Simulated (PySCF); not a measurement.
C₄H₉S (doublet state).
Atom-mapped SMILES: `[CH3:1][CH2:2][C:3]([CH3:4])[SH:5]` (hydrogens: H6, H7, H8 on C1; H9, H10 on C2; H11, H12, H13 on C4; H14 on S5)

Cartesian coordinates in Å at the GFN2-xTB level; atoms count from 1:
```xyz
14
C4H9S angstrom
C      1.619   -0.073   -0.471
C      0.283    0.674   -0.618
C     -0.742    0.232    0.367
C     -1.548   -0.992    0.124
S     -0.580    0.729    2.027
H      1.478   -1.137   -0.646
H      2.020    0.063    0.531
H      2.341    0.305   -1.191
H     -0.106    0.505   -1.625
H      0.473    1.746   -0.502
H     -2.308   -1.107    0.893
H     -2.037   -0.930   -0.849
H     -0.933   -1.900    0.122
H      0.040    1.885    1.771
```

The hyperfine couplings belong to this conformer and change with its torsions.

The calculation used PySCF 2.14.0, UKS B3LYP, pcH-1 on C H S, non-relativistic, mean-field spin-orbit, GIAO. Geometry: GFN2-xTB, one conformer, isolated molecule. Couplings are sensitive to structure, and on GFN2-xTB geometries they can be far from those on DFT ones. The SCF solution wasn't tested for stability.

**Question.** Match the computed a_iso(13C) values +142.4, +50.3, -28.4, -20.3 MHz with the sites C1; C2; C3; C4.

**Answer.** 
| site | a_iso (MHz) | ρ(0) (bohr⁻³) | position | distance from C3 (Å) | spin population | largest \|T\| (MHz) |
| --- | --- | --- | --- | --- | --- | --- |
| C1 | +50.3 | +0.0448 | 2 bonds from C3 | 2.52 | +0.05 | 10.2 |
| C2 | -20.3 | -0.0181 | 1 bond from C3 | 1.49 | -0.06 | 3.6 |
| C3 | +142.4 | +0.1265 | largest spin population | 0.00 | +0.84 | 148.7 |
| C4 | -28.4 | -0.0253 | 1 bond from C3 | 1.49 | -0.07 | 2.5 |

**Question.** The isotropic 1H couplings, averaged over equivalent nuclei, are +60.7, +24.9, +10.6, +0.1 MHz. Assign them to H6/H7/H8; H9/H10; H11/H12/H13; H14.

**Answer.** 
```csv
site,a_iso (MHz),ρ(0) (bohr⁻³),position,distance from C3 (Å),bound to,spin population there,largest |T| (MHz)
H6/H7/H8,+0.1,0.0000,"γ, 3 bonds from C3",3.01,C1,+0.05,5.2
H9/H10,+24.9,+0.0056,"β, 2 bonds from C3",2.12,C2,-0.06,9.2
H11/H12/H13,+60.7,+0.0136,"β, 2 bonds from C3",2.13,C4,-0.07,8.2
H14,+10.6,+0.0024,"β, 2 bonds from C3, on S5 of spin population +0.13",2.31,S5,+0.13,5.7
```

ρ(0) is the spin density at the nucleus and T the dipolar tensor; a_iso includes a spin–orbit part; entries for several nuclei are means. The Mulliken spin populations are largest on C3 (+0.84), S5 (+0.13) and C4 (-0.07). C3 is the only atom above +0.15. The positive populations add up to 1.13 and the negative ones to -0.13, together 2S = 1. The angles at C3 add up to 355.7°, so it is nearly planar.

Means are taken over nuclei equivalent by connectivity, which assumes that they swap fast. The three 1H nuclei of mean +60.7 MHz run from 12.5 to 116.3 MHz in the frozen geometry. The three 1H nuclei of mean +0.1 MHz run from -4.0 to 8.1 MHz in the frozen geometry. The 1H value of +24.9 MHz is a mean of couplings from 15.4 to 34.5 MHz in this one geometry, not an average over conformers.
